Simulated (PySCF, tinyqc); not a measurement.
Worked calculation (part 2 of 2): RHF in the sto-3g basis, for CH2, spin multiplicity 1. The lowest restricted solution is unstable here: a spin-polarised one lies 0.0218 hartree lower (PySCF). Computed by tinyqc, a small Python program that keeps every step (integrals from PySCF). Command: `OMP_NUM_THREADS=1 python tinyqc.py 22791 22792 out.jsonl` (the two numbers bound the seeds that draw the settings). One thread of a shared host (Intel(R) Xeon(R) Processor @ 2.60GHz), about 0.1 s of CPU time with the checks.

Geometry (angstrom):
```
atom         x          y         z
C     0.000000   0.000000  0.000000
H     0.000000   1.319000  0.810000
H     0.000000  -1.319000  0.810000
```

## Convergence

Stop when the energy changes by less than 1e-10 hartree and every element of the error matrix X^T (F D S - S D F) X is below 3e-06.

Course of the cycle:
```
iteration   E (hartree)     change  largest element of the error matrix
1          -37.77837818          -                             3.58e-01
2          -38.01143204  -2.33e-01                             1.09e-01
3          -38.14199312  -1.31e-01                             3.78e-02
4          -38.18770471  -4.57e-02                             1.69e-02
5          -38.20238773  -1.47e-02                             1.18e-02
6          -38.20704591  -4.66e-03                             7.83e-03
7          -38.20854051  -1.49e-03                             5.15e-03
8          -38.20903140  -4.91e-04                             3.38e-03
9          -38.20919795  -1.67e-04                             2.23e-03
10         -38.20925675  -5.88e-05                             1.48e-03
11         -38.20927846  -2.17e-05                             9.82e-04
12         -38.20928684  -8.38e-06                             6.57e-04
13         -38.20929022  -3.38e-06                             4.41e-04
14         -38.20929163  -1.41e-06                             2.97e-04
15         -38.20929224  -6.08e-07                             2.00e-04
16         -38.20929251  -2.67e-07                             1.35e-04
17         -38.20929263  -1.19e-07                             9.14e-05
18         -38.20929268  -5.39e-08                             6.19e-05
19         -38.20929271  -2.45e-08                             4.20e-05
20         -38.20929272  -1.12e-08                             2.85e-05
21         -38.20929272  -5.15e-09                             1.93e-05
22         -38.20929272  -2.37e-09                             1.31e-05
23         -38.20929272  -1.09e-09                             8.90e-06
24         -38.20929272  -5.03e-10                             6.05e-06
25         -38.20929273  -2.32e-10                             4.11e-06
26         -38.20929273  -1.07e-10                             2.79e-06
27         -38.20929273  -4.94e-11                             1.89e-06
```

PySCF RHF in the same basis = -38.20929273 hartree

Converged in 27 iterations.

## Populations, bond orders and dipole

D after iteration 27, lower triangle:
```
            1C 1s      1C 2s    1C 2px     1C 2py    1C 2pz      2H 1s     3H 1s
1C 1s    2.116616
1C 2s   -0.471166   1.928000
1C 2px   0.000000   0.000000  0.000000
1C 2py   0.000000   0.000000  0.000000   0.571345
1C 2pz   0.126885  -0.561449  0.000000   0.000000  1.086075
2H 1s   -0.033972   0.030546  0.000000   0.518847  0.559363   0.821876
3H 1s   -0.033972   0.030546  0.000000  -0.518847  0.559363  -0.120469  0.821876
```

overlap S, lower triangle:
```
           1C 1s     1C 2s    1C 2px     1C 2py    1C 2pz     2H 1s     3H 1s
1C 1s   1.000000
1C 2s   0.248362  1.000000
1C 2px  0.000000  0.000000  1.000000
1C 2py  0.000000  0.000000  0.000000   1.000000
1C 2pz  0.000000  0.000000  0.000000   0.000000  1.000000
2H 1s   0.022055  0.266396  0.000000   0.251599  0.154507  1.000000
3H 1s   0.022055  0.266396  0.000000  -0.251599  0.154507  0.038049  1.000000
```

Mulliken: Z minus the diagonal of D S on the atom; Loewdin: the same with S^(1/2) D S^(1/2); Mayer order: 2 sum_s sum (D(s) S)_ij (D(s) S)_ji over the two atoms.

Charges (e):
```
atom   Mulliken    Loewdin
1C     0.083295   0.096822
2H    -0.041647  -0.048411
3H    -0.041647  -0.048411
```

Mayer bond orders:
```
pair     order
2-1   0.982408
3-1   0.982408
3-2   0.015857
```

dipole moment about the origin, x y z (debye): 0.000000  0.000000  0.953228
